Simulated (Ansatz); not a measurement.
# One shape, several levels: C4H6O (SMILES O=C1CCC1)

Aim: a comparison of 6 runs (B3LYP/6-31G*, BHLYP/def2-SVP, SVWN5/def2-SVP, r2SCAN/def2-SVP, RPA@PBE/def2-SVP, CCSD/def2-SVP) of C4H6O. 

The calculation is run with Ansatz 0.2.0.

53 further runs of the same task are left out: 53 set aside as unsound or not needed. Runs told in other sessions of the task aren't counted.

## 1. The system as given

C4H6O: 11 atoms, total charge 0, spin state singlet. SMILES: `O=C1CCC1`. The C4–H9 distance was set to 2.396 Å, away from the relaxed value. At this shape a bond of the SMILES string is far longer than usual.

Bond lengths: O1–C2 1.193 Å, C2–C3 1.525 Å, C3–C4 1.548 Å, C2–C5 1.525 Å, C4–C5 1.548 Å, C3–H6 1.092 Å, C3–H7 1.092 Å, C4–H8 1.089 Å, C5–H10 1.092 Å, C5–H11 1.092 Å. Some angles: O1–C2–C3 133.7°, O1–C2–C5 133.7°, C3–C2–C5 92.5°, C2–C3–C4 88.3°, C3–C4–C5 90.8°, C2–C5–C4 88.3°, C2–C3–H6 113.5°, C2–C3–H7 113.4°, C4–C3–H6 116.2°, C4–C3–H7 116.2°.

## 2. The energy at B3LYP/6-31G(d) (Cartesian functions) (run 1)

The input, run.yaml:

```yaml
crystal:
  periodic: [false, false, false]
  atoms:
    - symbol: O
      position_ang: [-0.568115, 2.668479, -1.826155]
    - symbol: C
      position_ang: [0.004995, 1.782679, -1.270285]
    - symbol: C
      position_ang: [0.628285, 1.635219, 0.114065]
    - symbol: C
      position_ang: [1.033225, 0.191629, -0.271685]
    - symbol: C
      position_ang: [0.394625, 0.363559, -1.671455]
    - symbol: H
      position_ang: [-0.093105, 1.733119, 0.928585]
    - symbol: H
      position_ang: [1.448005, 2.333549, 0.298045]
    - symbol: H
      position_ang: [2.108475, 0.019069, -0.289485]
    - symbol: H
      position_ang: [0.009740, -1.507550, 1.072400]
    - symbol: H
      position_ang: [1.078865, 0.324889, -2.522195]
    - symbol: H
      position_ang: [-0.462445, -0.276541, -1.893105]
basis:
  gaussian:
    orbitals: "6-31G*"
hamiltonian:
  xc: {name: B3LYP}
accuracy: high
output: {orbitals: {seedname: orbitals}}
```

On the command line:

```sh
ansatz run run.yaml --threads 1 --pin off --max-ram 3480MiB --events-out events.jsonl --progress --plain --runs-dir runs
```

Standard output:

```text
Warning: RAYON_NUM_THREADS=1 ignored (pool sized by the plan → 1); use --threads N
Functional definition: B3LYP
  name "B3LYP"
  parameter a0 = 0.2
  parameter ax = 0.72
  parameter ac = 0.81
  exchange = (1 - a0 - ax)*slater_x + ax*b88_x + a0*exact_x
  correlation = (1 - ac)*vwn_rpa_c + ac*lyp_c
2078 factors; integrals over basis functions are off by at most 3.6e-9 eV
mean field evaluation 1: about -6277.2850 eV, gradient 6.1e1 eV
mean field evaluation 2: about -6264.5742 eV, gradient 8.9e1 eV
mean field evaluation 4: about -6286.9482 eV, gradient 9.2e0 eV
mean field evaluation 8: about -6287.3169 eV, gradient 1.5e0 eV
mean field evaluation 16: about -6287.3231 eV, gradient 1.4e-4 eV
mean field -6287.32314760 eV, -231.0548639738 hartree, gradient 8.5e-8 eV, S^2 0.000000; 0 other end points of the search recorded, 0 dependent functions left out
reference -6287.32318218 eV, -231.0548652445 hartree; 19, 19 occupied and 68, 68 virtual orbitals, 2078 factors
Total energy: -6287.32318218 eV, -231.0548652445 hartree
```

Run time: 11 s. Hardware: 1 thread of Arm Neoverse V1, shared host; peak memory 0.29 GiB.

## 3. The energy at BHLYP/def2-SVP (run 2)

The input, input.yaml:

```yaml
crystal:
  periodic: [false, false, false]
  atoms:
    - {symbol: O, position_ang: [-0.568115, 2.668479, -1.826155]}
    - {symbol: C, position_ang: [0.004995, 1.782679, -1.270285]}
    - {symbol: C, position_ang: [0.628285, 1.635219, 0.114065]}
    - {symbol: C, position_ang: [1.033225, 0.191629, -0.271685]}
    - {symbol: C, position_ang: [0.394625, 0.363559, -1.671455]}
    - {symbol: H, position_ang: [-0.093105, 1.733119, 0.928585]}
    - {symbol: H, position_ang: [1.448005, 2.333549, 0.298045]}
    - {symbol: H, position_ang: [2.108475, 0.019069, -0.289485]}
    - {symbol: H, position_ang: [0.009740, -1.507550, 1.072400]}
    - {symbol: H, position_ang: [1.078865, 0.324889, -2.522195]}
    - {symbol: H, position_ang: [-0.462445, -0.276541, -1.893105]}
basis:
  gaussian: {orbitals: def2-SVP}
hamiltonian: {xc: {name: BHLYP}}
accuracy: high
output: {orbitals: {seedname: orbitals}}
```

On the command line:

```sh
ansatz run input.yaml --threads 1 --pin off --max-ram 3480MiB --events-out events.jsonl --progress --plain --runs-dir runs
```

Standard output:

```text
Warning: RAYON_NUM_THREADS=1 ignored (pool sized by the plan → 1); use --threads N
Functional definition: BHLYP
  name "BHLYP"
  parameter a = 0.5
  exchange = (1 - a)*b88_x + a*exact_x
  correlation = lyp_c
2443 factors; integrals over basis functions are off by at most 3.2e-9 eV
mean field evaluation 1: about -6271.5583 eV, gradient 5.0e1 eV
mean field evaluation 2: about -6268.9599 eV, gradient 5.8e1 eV
mean field evaluation 4: about -6278.2744 eV, gradient 5.4e0 eV
mean field evaluation 8: about -6278.4230 eV, gradient 4.2e-1 eV
mean field evaluation 16: about -6278.4236 eV, gradient 1.1e-4 eV
mean field -6278.42360634 eV, -230.7278118648 hartree, gradient 5.1e-8 eV, S^2 0.000000; 0 other end points of the search recorded, 0 dependent functions left out
reference -6278.42363274 eV, -230.7278128349 hartree; 19, 19 occupied and 81, 81 virtual orbitals, 2443 factors
Total energy: -6278.42363274 eV, -230.7278128349 hartree
```

It took 14 s on 1 thread of Arm Neoverse V1, shared host; peak memory 0.35 GiB.

Runs 3 to 5 aren't shown in full; the table further down has their settings and results.

## 4. A single-point energy at CCSD/def2-SVP (run 6)

The input, job.yaml:

```yaml
basis:
  gaussian: {orbitals: def2-SVP}
crystal:
  periodic: [false, false, false]
  atoms:
    - {symbol: O, position_ang: [-0.568115, 2.668479, -1.826155]}
    - {symbol: C, position_ang: [0.004995, 1.782679, -1.270285]}
    - {symbol: C, position_ang: [0.628285, 1.635219, 0.114065]}
    - {symbol: C, position_ang: [1.033225, 0.191629, -0.271685]}
    - {symbol: C, position_ang: [0.394625, 0.363559, -1.671455]}
    - {symbol: H, position_ang: [-0.093105, 1.733119, 0.928585]}
    - {symbol: H, position_ang: [1.448005, 2.333549, 0.298045]}
    - {symbol: H, position_ang: [2.108475, 0.019069, -0.289485]}
    - {symbol: H, position_ang: [0.009740, -1.507550, 1.072400]}
    - {symbol: H, position_ang: [1.078865, 0.324889, -2.522195]}
    - {symbol: H, position_ang: [-0.462445, -0.276541, -1.893105]}
correlation: {method: ccsd, frozen_orbitals: {C: 1, H: 0, O: 1}}
accuracy: high
scf: {omitted_lower_state_checks: [cluster_reference, increment]}
```

On the command line:

```sh
ansatz run job.yaml --threads 1 --pin off --max-ram 3480MiB --events-out events.jsonl --progress --plain --runs-dir runs
```

Standard output, shortened:

```text
Warning: RAYON_NUM_THREADS=1 ignored (pool sized by the plan → 1); use --threads N
Functional definition: HF
  name "HF"
[...]
2443 factors; integrals over basis functions are off by at most 3.2e-9 eV
[...]
mean field -6242.81172692 eV, -229.4190994347 hartree, gradient 2.0e-8 eV, S^2 0.000000; 0 other end points of the search recorded, 0 dependent functions left out; unrestricted orbitals would lower it
5 core orbitals not correlated: weight in the atoms' cores, before any rotation towards them, 1.000 or more for the frozen orbitals, at most 0.000 for the correlated occupied ones
reference -6242.81172692 eV, -229.4190994347 hartree; 14, 14 occupied and 81, 81 virtual orbitals, 2443 factors
second order -20.20647545 eV of doubles, -0.00000000 eV of singles
cycle   1  -20.63978606 eV  change   -8.1e-1 eV  update   1.6e-1
[...]
cycle  26  -21.85563176 eV  change  -5.8e-10 eV  update   1.0e-9
WARN: these amplitudes may be one of several solutions (largest doubles amplitude 0.37, level shift 0.70 eV)
Total energy: -6264.66735868 eV, -230.2222790874 hartree
Checks for a lower state left out: cluster_reference, increment
```

Wall time 51 s (1 thread of Arm Neoverse V1, shared host); peak memory 0.81 GiB.

## 5. The series

| run | level | Cartesian functions | frozen core orbitals | energy (Eh) | HOMO energy (eV) | LUMO energy (eV) | HOMO–LUMO gap (eV) | wall time |
| --- | --- | --- | --- | --- | --- | --- | --- | --- |
| 1 | B3LYP/6-31G* (Cartesian functions) | yes | – | -231.054865 | -6.78 | -3.10 | 3.68 | 11 s |
| 2 | BHLYP/def2-SVP | no | – | -230.727813 | -7.95 | -2.20 | 5.75 | 14 s |
| 3 | SVWN5/def2-SVP | no | – | -228.909135 | -5.93 | -3.93 | 2.00 | 6.9 s |
| 4 | r2SCAN/def2-SVP | no | – | -230.750385 | -6.23 | -3.89 | 2.34 | 20 s |
| 5 | RPA@PBE/def2-SVP | no | 5 | -230.570309 | – | – | – | 24 s |
| 6 | CCSD/def2-SVP | no | 5 | -230.222279 | – | – | – | 51 s |

## 6. What came out

| quantity | value |
| --- | --- |
| run 6: total energy | -230.22228 Eh |
| run 6: correlation energy (5 core orbitals frozen) | -803.2 mEh |
| run 6: T1 diagnostic | 0.027 |

In words: Over runs 1, 2, 3, 4 the HOMO–LUMO gap runs from 2.00 eV (SVWN5/def2-SVP) to 5.75 eV (BHLYP/def2-SVP). Totals of different functionals can't be ranked against each other. In runs 5, 6 the log says that unrestricted orbitals would lower the reference, so the values rest on an unstable closed-shell determinant (other closed-shell runs at this shape may share the fault). In all runs a closed-shell determinant meets a far-stretched bond; if it breaks into open shells, such a determinant describes it badly, and no broken-symmetry solution was shown. All runs together took 2.1 min, the longest 51 s.
